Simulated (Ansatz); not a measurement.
Computed with Ansatz on PBE0-D4/def2-TZVP structures; ΔE is electronic, products minus reactants. CBS: MP2 limit from def2 TZ/QZ plus the TZ coupled-cluster correction, frozen cores. DFT in def2-TZVPP. B3LYP here is the variant with VWN-RPA as its local correlation; programs differ in this. One conformer a species, not always the lowest.

`CNCOC` → `CC(C)(N)O`  (isomerisation)

| level | ΔE (kJ/mol) |
| --- | --- |
| PBE-D4 | -77.2 |
| B3LYP-D4 | -73.7 |
| r2SCANh | -85.3 |
| CCSD(T)/def2-TZVPP | -87.0 |

(1) What does CCSD(T)/CBS give? (Best estimate.)

(2) What do rigid-rotor, harmonic-oscillator terms from PBE0-D4/def2-TZVP frequencies (298.15 K, 1 bar) make of the CCSD(T)/CBS value? (Estimate.)

Largest T1 diagnostic among the species: 0.010.

## Answers

(1) The calculation gave: -91.3 kJ/mol. The listed levels differ from it by 14.1, 17.6, 6.0, 4.3 kJ/mol.

(2) Computed: ΔZPE = -3.9 kJ/mol, ΔH = -94.9 kJ/mol, ΔS = -6 J/(mol·K), ΔG = -93.0 kJ/mol.

Leaving LDA and LC-ωPBE aside and taking each functional with its dispersion term where it has one, the values, not all of them listed here, spread over 17.9 kJ/mol, from PBE-QIDH to BLYP-D4. LDA lies −7.7 kJ/mol from PBE without D4. In def2-TZVPP, CCSD(T) changes the Hartree–Fock value by −15.3 kJ/mol (the triples alone add −1.2 kJ/mol) and MP2 by −21.4 kJ/mol.

CCSD(T)/CBS has its own doubt, a few kJ/mol and more with outer-core shells, so smaller differences from it don't rank the levels.
